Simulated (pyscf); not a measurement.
HF (SMILES F) + F–SiH•–F (SMILES F[SiH]F) -> F–Si•(F)–F (SMILES F[Si](F)F) + H₂ (SMILES [H][H]), a four-centre exchange (doublet surface; F–H, H–Si broken, F–Si, H–H formed). Optimised with ωB97X-D3(BJ)/def2-SVP in PySCF. Energies in eV from the separated reactants.

Small-basis levels: PySCF, no dispersion term, spherical d functions. AM1 to PM7: differences of heats of formation from MOPAC, which are fitted to 298 K values and so differ in kind from electronic energies by zero-point and thermal terms. GFN2-xTB: tblite. Open shells are spin-unrestricted. 

| level | barrier | reaction energy |
|---|---|---|
| HF/3-21G | 1.71 | -1.52 |
| MP2/6-31G* | 1.15 | -1.75 |
| SVWN5/6-31G* | 0.04 | -1.68 |
| BP86/6-31G* | 0.57 | -1.65 |
| B3LYP/STO-3G | … | -1.61 |
| M06-2X/6-31G* | 0.92 | -1.67 |
| B3LYP/6-311+G** | 1.31 | -0.95 |
| B3LYP/def2-SVP | 0.87 | -1.25 |
| GFN2-xTB | 1.99 | -0.76 |
| AM1 | 2.78 | -1.57 |
| PM6 | 0.05 | -2.48 |
| PM7 | … | -2.33 |
| ωB97M-D3(BJ)/def2-TZVP | … | -1.29 |

Task: Some entries are withheld; supply them.

Result: 
- B3LYP/STO-3G, barrier: 0.91
- PM7, barrier: 1.50
- ωB97M-D3(BJ)/def2-TZVP, barrier: 1.07

Against the last row the barrier runs from -1.03 (SVWN5/6-31G*) to +1.71 eV (AM1). ωB97M-D3(BJ)/def2-TZVP has limits of its own. The same reactants have a lower exit, to F–SiH(F)–F + H• (barrier +0.66 eV at ωB97M-D3(BJ)/def2-TZVP, against +1.07 eV here). One saddle was located; it need not be the lowest between these sides.
